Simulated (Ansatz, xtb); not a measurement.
# Relative energy of two conformers of H3NS

Structure X is `NS`, a singlet and structure Y is `NS`, a singlet. Both are isolated molecules in the gas phase, relaxed with PBE0-D3(BJ)/def2-SVP.

X (Å):

```
atom    x (Å)    y (Å)    z (Å)
   N  -1.5562  -0.3224  -0.8055
   S  -1.8853   1.3048  -1.2318
   H  -2.2352  -0.6617  -0.1291
   H  -1.5713  -0.9201  -1.6278
   H  -0.7165   1.8453  -0.8073
```

Y (Å):

```xyz
5

N    -0.6506   -1.1678    0.0268
S    -1.0379    0.2387    0.8837
H    -0.1273   -1.0084   -0.8288
H    -0.2265   -1.8995    0.5890
H     0.1851    0.7146    1.2684
```

Energies in hartree; the thermal terms are from PBE0-D3(BJ)/def2-SVP harmonic frequencies (ideal gas, rigid rotor, one conformer each, 600 K, 1 atm) and include the zero-point energy:

```
                                X           Y
E, CCSD(T)/def2-TZVPP  −454.185366  −454.184815
    zero-point energy     0.035457     0.035380
         H(600 K) − E     0.046496     0.046326
         G(600 K) − E    −0.019156    −0.019035
```

Q: Work out ΔE, ΔE₀, ΔH and ΔG for X → Y in kJ/mol (1 Eh = 2625.50 kJ/mol) and the equilibrium ratio [Y]/[X].

A: 1. ΔE = −454.184815 − (−454.185366) = +0.000551 Eh = +1.45 kJ/mol.
2. ΔE₀ = ΔE + ΔZPE = +0.000551 + (−0.000077) Eh = +1.24 kJ/mol.
3. ΔH = ΔE + (−0.000170) Eh = +1.00 kJ/mol.
4. ΔG = ΔE + (+0.000121) Eh = +1.76 kJ/mol, so ΔS = (ΔH − ΔG)/T = −1.3 J/(mol K).
5. kT = 1.9001 mEh, so K = [Y]/[X] = exp(−ΔG/kT) = exp(−0.35) ≈ 0.7.

The two are too close for this level to say which is favoured. An error of 4 kJ/mol in ΔG would change K by a factor of 2.2. Mirror images and further conformers aren't counted.

Other levels gave ΔE = +1.5 (PBE0-D3(BJ)/def2-SVP); −1.0 (HF/def2-TZVPP); +1.0 (MP2/def2-TZVPP) kJ/mol. The correlated steps freeze 6 core orbitals. Programs: Ansatz 0.2.0.
